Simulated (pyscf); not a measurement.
Structures and frequencies: ωB97X-D3(BJ)/def2-SVP in PySCF.

Task: What is the homolytic dissociation enthalpy (298 K, ωB97M-D3(BJ)/def2-TZVP) of the C–O bond of H₃C–CH₂–O–GaH₂, to •H₂C–CH₃ + •O–GaH₂?

Result: C–O to •H₂C–CH₃ + •O–GaH₂: 88.1 kcal/mol. The 7 functionals that were run give +81.2 (r²SCAN) to +91.9 kcal/mol (M06-2X). The radicals are drawn with the spin at the cut bond; how far it spreads was not checked. •O–GaH₂ lies 36.5 kcal/mol over its isomer [HO–GaH]•, and others may lie lower still (electronic energy, ωB97M-D3(BJ)). Other isomers of •H₂C–CH₃ were not searched in full and may lie lower. Elements up to Kr have no core potential and no relativistic terms here.
